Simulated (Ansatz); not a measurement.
Species: C$_{2}$H$_{2}$, SMILES `C#C` with one electron removed (charge 1, multiplicity 2).

Q: Give a relaxed geometry from Ansatz (an electronic-structure program) with PBE0-D4/def2-TZVP.

A: the end point of this relaxation (outside a Z-matrix the atoms follow the SMILES, hydrogens last).
Cartesian coordinates (Å) in one orientation:
```xyz
4

C     -0.619     0.008     0.061
C      0.619    -0.008    -0.048
H     -1.697     0.021     0.155
H      1.696    -0.021    -0.143
```
